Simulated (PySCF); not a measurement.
Ionisation energies (eV) were calculated with PySCF 2.14 by LDA, MP2 (valence), PBE0, in another order, as differences of total energies without spin-orbit coupling. The measured values are between term centres (NIST).

```tsv
species	measured	A	B	C
F (x2c-QZVPPall with one added diffuse shell each of s, p, d, f type, spin-free X2C)	17.427	17.427	17.943	17.359
Mg (x2c-QZVPPall with one added diffuse shell each of s, p, d, f type, spin-free X2C)	7.646	7.551	7.733	7.258
Al⁺ (x2c-QZVPPall with one added diffuse shell each of s, p, d, f type, spin-free X2C)	18.829	18.684	18.928	18.350
S (x2c-QZVPPall with one added diffuse shell each of s, p, d, f type, spin-free X2C)	10.336	10.387	10.553	10.074
Ar (x2c-QZVPPall with one added diffuse shell each of s, p, d, f type, spin-free X2C)	15.819	15.693	15.972	15.810
Co (x2c-QZVPPall with one added diffuse shell each of s, p, d, f, g type, spin-free X2C)	7.869	7.862	7.884	7.437
Ga⁺ (x2c-QZVPPall with one added diffuse shell each of s, p, d, f type, spin-free X2C)	20.515	20.443	21.166	19.494
Cd⁺ (x2c-QZVPPall with one added diffuse shell each of s, p, d, f, g type, spin-free X2C)	16.908	17.011	17.712	16.857
```

Problem. Which column is which method?

Solution. A is PBE0 (mean error -0.04 eV); B is LDA (mean error 0.32 eV); C is MP2 (valence) (mean error -0.34 eV). PBE0, with a quarter of exact exchange, lies close to experiment on average. LDA overbinds the outer electron and comes out highest. Valence MP2 in a finite basis recovers only part of the missing correlation, so it stays below experiment on average.
